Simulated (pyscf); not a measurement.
O=Cr(=O)(OH)–OH -> O=Cr(=O)=O + H₂O, an elimination (singlet surface; Cr–O, H–O broken, H–O formed). Optimised with ωB97X-D3(BJ)/def2-SVP in PySCF. Energies in kJ/mol from the reactant's lowest minimum found.

Small-basis levels: PySCF, no dispersion term, spherical d functions. GFN2-xTB: tblite. Cost: rough CPU time at the saddle relative to B3LYP/6-31G*+LANL2DZ, from one job on a shared machine.

```json
[
 {"level": "BP86/6-31G*+LANL2DZ", "barrier": "163.6", "reaction energy": "+253.4", "cost": "2"},
 {"level": "PBE/6-31G*+LANL2DZ", "barrier": "162.3", "reaction energy": "+257.6", "cost": "1"},
 {"level": "B3LYP/STO-3G", "barrier": "171.5", "reaction energy": "+475.7", "cost": "0.7"},
 {"level": "B3LYP/3-21G", "barrier": "162.3", "reaction energy": "+356.2", "cost": "0.7"},
 {"level": "B3LYP/LANL2DZ", "barrier": "187.4", "reaction energy": "+254.3", "cost": "0.8"},
 {"level": "B3LYP/6-31G*+LANL2DZ", "barrier": "177.7", "reaction energy": "+252.2", "cost": "1"},
 {"level": "PBE/def2-SVP", "barrier": "157.1", "reaction energy": "+260.5", "cost": "2"},
 {"level": "B3LYP/def2-SVP", "barrier": "172.8", "reaction energy": "+253.9", "cost": "1"},
 {"level": "GFN2-xTB", "barrier": "202.1", "reaction energy": "+333.3", "cost": "under 0.02"},
 {"level": "ωB97M-D3(BJ)/def2-TZVP", "barrier": "176.8", "reaction energy": "+243.1", "cost": "–"}
]
```

Against the last row the barrier runs from -19.7 (PBE/def2-SVP) to +25.2 kJ/mol (GFN2-xTB). ωB97M-D3(BJ)/def2-TZVP has limits of its own. On the product side the descent ends in an adduct with a Cr–O contact, 175.8 kJ/mol under the separated species and 105.2 kJ/mol under the saddle at ωB97X-D3(BJ)/def2-TZVP. At ωB97M-D3(BJ) the saddle lies under the separated products, which points to a path from their complex (located at ωB97X-D3(BJ) alone), and parting the products costs more than the saddle. What is counted as broken (Cr–O) persists as a longer contact in the product adduct; parting that adduct is a step of its own. One saddle was located; it need not be the lowest between these sides.
